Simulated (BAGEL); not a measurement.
**UHF/cc-pVDZ (density fitting with qzvpp-jkfit) run of CH5SSi (SMILES C[SiH2][S])**

Aim: the vertical ionisation energy of CH5SSi at UHF/cc-pVDZ (density fitting with qzvpp-jkfit), from 2 runs. 

The calculation is run with BAGEL 1.2.2.

## 1. The structure to begin with

The species is CH5SSi (8 atoms), meant as a doublet with charge 0. SMILES: `C[SiH2][S]`. Geometry: relaxed at PBE0-D4/def2-TZVP.

Bond lengths: C1–Si2 1.864 Å, Si2–S3 2.125 Å, C1–H4 1.094 Å, C1–H5 1.092 Å, C1–H6 1.092 Å, Si2–H7 1.492 Å, Si2–H8 1.488 Å. Some angles: C1–Si2–S3 114.0°, C1–Si2–H7 111.2°, C1–Si2–H8 110.4°, S3–Si2–H7 102.4°, S3–Si2–H8 109.7°, Si2–C1–H4 110.2°, Si2–C1–H5 110.7°, Si2–C1–H6 110.7°, H7–Si2–H8 108.8°, H4–C1–H5 108.7°.

## 2. The energy at UHF/cc-pVDZ (density fitting with qzvpp-jkfit)

The input, calc.json:

```json
{ "bagel": [

{
  "title": "molecule",
  "basis": "cc-pvdz.json",
  "df_basis": "qzvpp-jkfit",
  "angstrom": "true",
  "geometry": [
    { "atom": "C", "xyz": [   -0.598700,    0.798100,   -0.213000 ] },
    { "atom": "Si", "xyz": [    0.427600,   -0.729400,    0.083900 ] },
    { "atom": "S", "xyz": [    1.890200,   -0.504100,    1.609200 ] },
    { "atom": "H", "xyz": [   -1.299400,    0.628400,   -1.035300 ] },
    { "atom": "H", "xyz": [    0.038500,    1.647400,   -0.466400 ] },
    { "atom": "H", "xyz": [   -1.175300,    1.055400,    0.678100 ] },
    { "atom": "H", "xyz": [    1.258500,   -1.063000,   -1.109700 ] },
    { "atom": "H", "xyz": [   -0.449100,   -1.890100,    0.397300 ] }
  ]
},
{
  "title": "uhf",
  "nopen": 1
},
{
  "title": "print",
  "file": "orbitals.molden",
  "orbitals": "true"
}

]}
```

The basis set cc-pVDZ is read from a file made from the Basis Set Exchange's data (not shown).

The run is started by

```bash
BAGEL_NUM_THREADS=1 BAGEL calc.json > calc.out
```

What it wrote:

```text
* using 1 threads per process

  ===============================================================
  ===============================================================

  *** Geometry ***

  { "atom" : "C", "xyz" : [     -1.131379,      1.508190,     -0.402512 ] },
  { "atom" : "Si", "xyz" : [      0.808047,     -1.378366,      0.158548 ] },
  { "atom" : "S", "xyz" : [      3.571960,     -0.952611,      3.040947 ] },
  { "atom" : "H", "xyz" : [     -2.455510,      1.187504,     -1.956433 ] },
  { "atom" : "H", "xyz" : [      0.072754,      3.113135,     -0.881368 ] },
  { "atom" : "H", "xyz" : [     -2.220995,      1.994417,      1.281423 ] },
  { "atom" : "H", "xyz" : [      2.378220,     -2.008779,     -2.097029 ] },
  { "atom" : "H", "xyz" : [     -0.848676,     -3.571771,      0.750788 ] },

  Number of auxiliary basis functions:      421

  Since a DF basis is specified, we compute 2- and 3-index integrals:
    o Being stored without compression. Storage requirement is 0.019 GB

  Number of basis functions:       75
  Number of electrons      :       41

    * METHOD: MOLECULE                             0.14

  *** Open-shell HF ***

  === Nuclear Repulsion ===
   139.4233503093

      * DIIS with orbital gradients will be used.

  === UHF iteration (cc-pvdz.json) ===
      0       -727.12938565          0.02746904           0.07
      1       -727.23442933          0.01243569           0.08
      2       -727.25212802          0.00543526           0.08
      3       -727.25592176          0.00123374           0.08
      4       -727.25642591          0.00017346           0.08
      5       -727.25645738          0.00007547           0.08
      6       -727.25646501          0.00005533           0.08
      7       -727.25647030          0.00005046           0.08
      8       -727.25647867          0.00004612           0.07
      9       -727.25648493          0.00004459           0.08
     10       -727.25649192          0.00004366           0.08
     11       -727.25650197          0.00004246           0.08
     12       -727.25652774          0.00003898           0.08
     13       -727.25659047          0.00003149           0.08
     14       -727.25661026          0.00002806           0.08
     15       -727.25662705          0.00001796           0.08
     16       -727.25664361          0.00002068           0.08
     17       -727.25664645          0.00000571           0.08
     18       -727.25664680          0.00000217           0.08
     19       -727.25664683          0.00000139           0.08
     20       -727.25664685          0.00000043           0.08
     21       -727.25664685          0.00000034           0.08
     22       -727.25664685          0.00000028           0.08
     23       -727.25664685          0.00000020           0.08
     24       -727.25664685          0.00000008           0.08
     25       -727.25664685          0.00000005           0.07
     26       -727.25664685          0.00000003           0.08
     27       -727.25664685          0.00000002           0.08
     28       -727.25664685          0.00000001           0.08
     29       -727.25664685          0.00000001           0.08
    * SCF iteration converged.

    * S^2 (UHF) is 0.7585

    * Permanent dipole moment:
           (    0.554371,    -0.223147,     0.387794) a.u.

    * METHOD: UHF                                  2.42

    * METHOD: PRINT                                0.01

  ===============================================================
```

Wall time 2.7 s (1 thread of Arm Neoverse V2, shared host); peak memory 0.093 GiB.

## 3. The singlet cation, same level

The input, hf.json:

```json
{ "bagel" : [

{
  "title" : "molecule",
  "basis" : "cc-pvdz.json",
  "df_basis" : "qzvpp-jkfit",
  "angstrom" : "true",
  "geometry" : [
    { "atom" : "C", "xyz" : [   -0.598700,    0.798100,   -0.213000 ] },
    { "atom" : "Si", "xyz" : [    0.427600,   -0.729400,    0.083900 ] },
    { "atom" : "S", "xyz" : [    1.890200,   -0.504100,    1.609200 ] },
    { "atom" : "H", "xyz" : [   -1.299400,    0.628400,   -1.035300 ] },
    { "atom" : "H", "xyz" : [    0.038500,    1.647400,   -0.466400 ] },
    { "atom" : "H", "xyz" : [   -1.175300,    1.055400,    0.678100 ] },
    { "atom" : "H", "xyz" : [    1.258500,   -1.063000,   -1.109700 ] },
    { "atom" : "H", "xyz" : [   -0.449100,   -1.890100,    0.397300 ] }
  ]
},
{
  "title" : "hf",
  "charge" : 1
},
{
  "title" : "print",
  "file" : "orbitals.molden",
  "orbitals" : "true"
}

]}
```

The basis set cc-pVDZ is read from a file made from the Basis Set Exchange's data (not shown).

The run is started by

```bash
BAGEL_NUM_THREADS=1 BAGEL hf.json > hf.out
```

What it wrote:

```text
* using 1 threads per process

  ===============================================================
  ===============================================================

  *** Geometry ***

  { "atom" : "C", "xyz" : [     -1.131379,      1.508190,     -0.402512 ] },
  { "atom" : "Si", "xyz" : [      0.808047,     -1.378366,      0.158548 ] },
  { "atom" : "S", "xyz" : [      3.571960,     -0.952611,      3.040947 ] },
  { "atom" : "H", "xyz" : [     -2.455510,      1.187504,     -1.956433 ] },
  { "atom" : "H", "xyz" : [      0.072754,      3.113135,     -0.881368 ] },
  { "atom" : "H", "xyz" : [     -2.220995,      1.994417,      1.281423 ] },
  { "atom" : "H", "xyz" : [      2.378220,     -2.008779,     -2.097029 ] },
  { "atom" : "H", "xyz" : [     -0.848676,     -3.571771,      0.750788 ] },

  Number of auxiliary basis functions:      421

  Since a DF basis is specified, we compute 2- and 3-index integrals:
    o Being stored without compression. Storage requirement is 0.019 GB

  Number of basis functions:       75
  Number of electrons      :       41

    * METHOD: MOLECULE                             0.14

  *** RHF ***

  === Nuclear Repulsion ===
   139.4233503093

      * DIIS with orbital gradients will be used.

  === RHF iteration (cc-pvdz.json) ===
      0       -726.70472457          0.01490582           0.04
      1       -726.83126044          0.00734470           0.04
      2       -726.85930764          0.00173310           0.04
      3       -726.86257588          0.00044471           0.04
      4       -726.86289172          0.00018528           0.04
      5       -726.86295172          0.00007208           0.04
      6       -726.86296466          0.00005428           0.04
      7       -726.86297492          0.00005303           0.04
      8       -726.86298960          0.00005223           0.04
      9       -726.86306691          0.00004899           0.04
     10       -726.86323359          0.00004517           0.04
     11       -726.86325504          0.00004235           0.04
     12       -726.86343007          0.00005036           0.04
     13       -726.86350702          0.00003554           0.04
     14       -726.86354548          0.00002464           0.04
     15       -726.86355499          0.00000827           0.04
     16       -726.86356079          0.00003172           0.04
     17       -726.86355911          0.00000925           0.04
     18       -726.86356138          0.00000442           0.04
     19       -726.86356255          0.00000184           0.04
     20       -726.86356280          0.00000105           0.04
     21       -726.86356282          0.00000082           0.04
     22       -726.86356287          0.00000055           0.04
     23       -726.86356288          0.00000044           0.04
     24       -726.86356291          0.00000024           0.04
     25       -726.86356291          0.00000011           0.04
     26       -726.86356292          0.00000008           0.04
     27       -726.86356292          0.00000006           0.04
     28       -726.86356292          0.00000003           0.04
     29       -726.86356292          0.00000001           0.04
     30       -726.86356292          0.00000001           0.04
    * SCF iteration converged.

    * Permanent dipole moment:
           (   -0.475340,     0.119899,    -0.332488) a.u.

    * METHOD: HF                                   1.28

    * METHOD: PRINT                                0.01

  ===============================================================
```

It took 1.6 s on 1 thread of Arm Neoverse V2, shared host; peak memory 0.094 GiB.

## 4. Results

Level: UHF/cc-pVDZ (density fitting with qzvpp-jkfit).

| quantity | value |
| --- | --- |
| doublet CH5SSi: total energy | -727.25665 Eh |
| doublet CH5SSi: dipole moment | 1.81 D |
| doublet CH5SSi: ⟨S²⟩ | 0.758 |
| singlet cation: total energy | -726.86356 Eh |
| singlet cation: HOMO energy | -17.26 eV |
| singlet cation: LUMO energy | -9.36 eV |
| singlet cation: HOMO–LUMO gap | 7.90 eV |
| vertical ionisation energy (to the singlet cation) | 10.696 eV |

In words: The vertical ionisation energy comes to 10.70 eV (247 kcal/mol). Only the singlet of the ionised species was computed; a triplet could lie lower.
